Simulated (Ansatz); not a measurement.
# C3H5FS: the cost of one run

Program: the Python package of Ansatz 0.2.0. The levels of theory stand in the script. These are calculated values, not measurements.

## (1) The structure

Bond lengths: F1–C2 1.312 Å, C2–C3 1.480 Å, C3–C4 1.579 Å, C3–S5 1.749 Å, C4–S5 1.713 Å, C2–H6 1.079 Å, C2–H7 1.117 Å, C3–H8 1.031 Å, C4–H9 1.006 Å, C4–H10 1.093 Å. Angles (14 of 19 angles, heavy atoms first): F1–C2–C3 108.5°, C2–C3–C4 119.6°, C2–C3–S5 116.9°, C4–C3–S5 61.7°, C3–C4–S5 64.0°, C3–S5–C4 54.3°, F1–C2–H6 108.0°, F1–C2–H7 106.6°, C3–C2–H6 110.5°, C3–C2–H7 113.3°, C2–C3–H8 115.4°, C4–C3–H8 117.8°, S5–C3–H8 114.5°, C3–C4–H9 118.2°.

Input file c3h5fs.xyz:

```xyz
10

F    -1.30510   -0.86030   -1.33160
C    -0.51020   -1.09890   -0.31560
C    -0.31120    0.16300    0.43260
C     0.84420    1.15060    0.00370
S     1.11010    0.26640    1.44710
H    -0.98440   -1.83880    0.31120
H     0.43520   -1.51420   -0.74080
H    -1.16310    0.57080    0.84720
H     1.39990    0.91220   -0.79990
H     0.56770    2.19810    0.14900
```

## (2) Script

Input file methods_c3h5fs.py:

```python
"""One geometry of C3H5FS, method by method."""

from pathlib import Path

import ansatz as az
import numpy as np

BASIS_SET = "cc-pVDZ"

mol = az.Crystal.molecule_from_extxyz("c3h5fs.xyz")

setup = mol.calculation().basis(gaussian=BASIS_SET)

print("functional    E (Ha)        dipole (D)   HOMO (eV)  LUMO (eV)")
for name in ["lc_wpbe", "hf", "r2scan", "pbe", "cam_b3lyp"]:
    summary = setup.functional(name).forces().orbitals().run(runs_dir="runs").report
    lines = Path(summary["orbitals_path"]).read_text().splitlines()
    field_of = lambda key: [line.split("=")[1].strip() for line in lines if line.startswith(key)]
    orbitals = [(27.211386 * float(e), s, float(n)) for e, s, n in zip(field_of("Ene="), field_of("Spin="), field_of("Occup="))]
    homo = max(e for e, _, n in orbitals if n > 0.5)
    lumo = min(e for e, _, n in orbitals if n < 0.5)
    dipole = 4.803205 * np.linalg.norm(summary["charge_distribution"]["dipole_moment_e_ang"])
    print(f"{name:10s} {summary['free_energy_ev'] / 27.211386246:14.6f} {dipole:9.3f} {homo:11.3f} {lumo:10.3f}")
```

## (3) The input behind the calls

The engine receives this input (first run):

```yaml
crystal:
  periodic: [false, false, false]
  atoms:
    - { symbol: F, position_ang: [-1.3051, -0.8603, -1.3316] }
    - { symbol: C, position_ang: [-0.5102, -1.0989, -0.3156] }
    - { symbol: C, position_ang: [-0.3112, 0.163, 0.4326] }
    - { symbol: C, position_ang: [0.8442, 1.1506, 0.0037] }
    - { symbol: S, position_ang: [1.1101, 0.2664, 1.4471] }
    - { symbol: H, position_ang: [-0.9844, -1.8388, 0.3112] }
    - { symbol: H, position_ang: [0.4352, -1.5142, -0.7408] }
    - { symbol: H, position_ang: [-1.1631, 0.5708, 0.8472] }
    - { symbol: H, position_ang: [1.3999, 0.9122, -0.7999] }
    - { symbol: H, position_ang: [0.5677, 2.1981, 0.149] }
basis:
  gaussian:
    orbitals: cc-pVDZ
hamiltonian:
  xc: lc_wpbe
output:
  orbitals: {}
  forces: true
```

## (4) Launch

On the command line:

```console
$ python methods_c3h5fs.py
```

What time and memory should one allow on 1 thread of AMD EPYC 9R14 (Zen 4), shared host?

About 13 s, with a peak of 0.31 GiB.
